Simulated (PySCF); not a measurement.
**Changing the system itself: CCl⁻ (triplet)**

Aim: change spin, charge, geometry, field or solvent of CCl⁻ (triplet), one at a time, and compare with the base run.

Method: each script names its method and basis; program: PySCF 2.14.0.

## (1) Starting geometry

CCl⁻ (triplet): 2 atoms, charge -1, spin multiplicity 3.

No contacts short enough for the rule that draws bonds.

## (2) Base script

input.py reads:

```python
from pyscf import gto, scf
from pyscf.hessian import thermo

mol = gto.M(
    atom='C 0 0 0; Cl 0 0 2.047',
    basis='ano-rcc-vdzp',
    charge=-1,
    spin=2,
    verbose=4,
)
mf = scf.UHF(mol)
mf = mf.sfx2c1e()
mf.kernel()
hess = mf.Hessian().kernel()
print('wavenumber (cm^-1) =', thermo.harmonic_analysis(mol, hess)['freq_wavenumber'].round(1))
mf.dip_moment()
print('orbital energies (hartree):', [e[max(0, n-3):n+3].round(4) for e, n in zip(mf.mo_energy, mol.nelec)])
```

Run with:

```sh
> OMP_NUM_THREADS=1 python input.py
```

## (3) Lengths in bohr

Variant 1 changes length unit: angstrom → bohr; bond length: 2.047 Å → 2.047 bohr.

Edit input.py of step 2 so:

```diff
@@ -8,2 +8,3 @@
     spin=2,
+    unit='bohr',
     verbose=4,
```

## (4) Charge -2 (doublet)

Variant 2 changes charge: -1 → -2; spin (2S): 2 → 1.

Edit input.py of step 2 so:

```diff
@@ -6,4 +6,4 @@
     basis='ano-rcc-vdzp',
-    charge=-1,
-    spin=2,
+    charge=-2,
+    spin=1,
     verbose=4,
```

What does the calculation give? Wanted: for each run, E(SCF); from base; gap, α spin; after the SCF.

**Answer**, as computed:

```csv
run,E(SCF) (hartree),from base (eV),cycles,"gap, α spin (eV)",after the SCF
base,-498.713905,0,12,13.59,highest mode 336 cm⁻¹
lengths in bohr (poor choice),-498.015772,not comparable,11,11.86,highest mode 3895 cm⁻¹
charge -2 (doublet),-498.359639,+9.6401,12,10.66,highest mode 387 cm⁻¹
```

**Reading.** At the SCF level, adding an electron (to the doublet) costs 9.64 eV at fixed geometry; correlation, diffuse functions and relaxation can still bind it. Rows marked «poor choice» come from settings spoiled on purpose.
